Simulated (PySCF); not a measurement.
# NaH and its ions

RHF; PySCF, no relativity, basis sets Na pcseg-2, H pcseg-2. Neutral (RHF): singlet (closed shell), Re = 1.917 Å, ωe = 1177 cm⁻¹, De = 0.92 eV, HOMO -7.42 eV, LUMO 0.01 eV.

NaH⁺ (UHF): doublet (σ ↑), Re = 2.621 Å, ωe = 314 cm⁻¹, De = 0.06 eV to Na⁺ + H. The energies at the minima are -162.38119 hartree for NaH and -162.16793 for NaH⁺.

(1) Work out the adiabatic ionisation energy, without and with harmonic zero-point energies (1 hartree = 27.2114 eV, 1 eV = 8065.5 cm⁻¹), and the change of the bond length.

For an ion De counts to the pair picked by the measured ionisation energies or electron affinities, which need not be the lowest pair at this level. Where the molecule has an RHF reference, its open-shell atoms are computed with UHF. Hartree–Fock leaves out correlation, which carries a large part of most bond energies and some tenths to 1 eV of ionisation energies. States were picked by a PBE0 search and need not be the measured ground states.

Neutral and ion stand on different kinds of reference determinant, which adds to the error of the difference.

## Answers

(1) At HF: 0.21326 hartree = 5.803 eV between the minima; the zero-point term (314.0 − 1177.0)/2 cm⁻¹ = -0.053 eV makes it 5.750 eV. Re changes by +70.4 pm against the neutral. Minus the HOMO energy is 7.42 eV, +1.62 eV from the value between the minima; Hartree–Fock orbital energies leave out relaxation and correlation. The electron leaves a σ orbital, and the ion is left as a loose complex of an ion and an atom.
